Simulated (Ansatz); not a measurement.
C2H4F2O (`COC(F)F`), relaxed with RKS PBE-D4/def2-SVP in Ansatz 0.2.0 from a rough embedded geometry. The force threshold is 0.03 eV/Å; the program also tests the step.

Charge 0, multiplicity 1.

Start:

```xyz
9

C    -0.273   -1.063   -0.441
O     0.518    0.054   -0.641
C     0.272    1.016    0.354
F     0.612    0.518    1.539
F     1.215    2.007    0.160
H    -1.394   -0.735   -0.497
H    -0.140   -1.747   -1.283
H    -0.094   -1.540    0.459
H    -0.714    1.490    0.349
```

**Question.** How much energy does the relaxation release, and in how many steps? (Estimate.)

**Answer.** Computed: 37.47 kJ/mol, in 5 steps.

**Question.** Which bonds change most? (Best estimate.)

**Answer.** The calculation gave: C1–H8 from 1.035 to 1.111 Å; C1–H6 from 1.169 to 1.115 Å; C3–F4 from 1.329 to 1.374 Å; O2–C3 from 1.405 to 1.364 Å.

**Question.** Give the relaxed structure. (An estimate is asked.)

**Answer.** Ansatz gave: 
```xyz
9

C    -0.331   -1.052   -0.473
O     0.562    0.051   -0.568
C     0.346    1.028    0.359
F     0.663    0.589    1.622
F     1.165    2.053    0.058
H    -1.394   -0.725   -0.544
H    -0.106   -1.721   -1.324
H    -0.190   -1.608    0.479
H    -0.715    1.386    0.390
```
